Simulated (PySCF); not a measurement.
**`C1=CC=C1`, C$_{4}$H$_{4}$**

Geometry (Å), atoms numbered from 1 in this order:
```xyz
8

C     1.0150   -0.1632    0.0406
C     0.3174    0.9754    0.0825
C    -1.0157    0.1643   -0.0684
C    -0.3180   -0.9744   -0.1102
H     2.0731   -0.4239    0.0905
H     0.5681    2.0326    0.1800
H    -2.0738    0.4250   -0.1182
H    -0.5688   -2.0315   -0.2077
```

Computed with GIAO B3LYP/MINI magnetisability, rotational g tensor and spin-rotation constants, non-relativistic, gas phase (PySCF 2.14.0). Geometry: PBE0-D3(BJ)/def2-SVP.

(1) What are the magnetisability and the molar susceptibility?

(2) Split it along the inertial axes a, b, c into diamagnetic and paramagnetic parts about the centre of mass, with the quadrupole moment.

(3) And the rotational g tensor?

## Answers

(1) Isotropic -400 × 10⁻³⁰ J/T², or -24.1 × 10⁻⁶ cm³/mol; principal values -536, -483, -179 × 10⁻³⁰ J/T², anisotropy 333 × 10⁻³⁰ J/T² (root of half the summed squared differences of the principal values). The susceptibility is in cgs units.

(2) 
```csv
axis,χ (10⁻⁶ cm³/mol),diamagnetic (10⁻⁶ cm³/mol),paramagnetic (10⁻⁶ cm³/mol),summed x² of all electrons (Å²),quadrupole Θ (D Å)
a,-29.1,-130.0,100.9,29.7,+2.54
b,-32.3,-153.1,120.8,24.2,+2.97
c,-10.8,-228.8,218.0,6.4,-5.51
```
Anisotropies 2χaa − χbb − χcc = -15.1 and 2χbb − χaa − χcc = -24.7 × 10⁻⁶ cm³/mol. Θ is traceless in Buckingham's convention.

(3) 
```tsv
axis	rotational constant (GHz)	g	nuclear part	electronic part
a	16.9631	-0.1611	0.6430	-0.8041
b	12.8859	-0.1047	0.6266	-0.7313
c	7.3230	-0.1162	0.6337	-0.7499
```
Asymmetric top; isotopes 12C, 1H; no vibrational averaging.
